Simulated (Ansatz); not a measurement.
Elastic constant C12 (GPa) of solids drawn from the class of elemental solids other than molecular ones, at two levels: LDA (Ansatz, a quantum-chemistry and plane-wave program, plane waves, PAW), and PBEsol (Ansatz, plane waves, PAW).

| solid | LDA | PBEsol | shift (%) |
|---|---|---|---|
| fcc Pt | 270 | 252 | -6.7 |
| double-hcp La | 18.9 | 15.7 | -16.9 |
| fcc Pd | 205 | 184 | -10.2 |
| bcc K | 4.24 | 3.51 | -17.2 |
| fcc Ca | 16.4 | 15.4 | -6.1 |
| hcp Cd | 57.2 | 46.9 | -18.0 |
| hcp Os | 252 | 241 | -4.4 |

The shifts run from -18.0 % to -4.4 %, with a median of -10.2 %.

Over all 7 rows PBEsol is the larger in 0.

Ansatz's runs of these crystals have no spin polarisation.

Spin–orbit coupling is left out, also for the solids with elements from indium on (fcc Pt, double-hcp La, hcp Os); its size isn't shown.

Each level is taken at its own relaxed cell. Ansatz's density-functional and Hartree–Fock values are scalar-relativistic unless marked +SOC, with PAW data made under PBE.
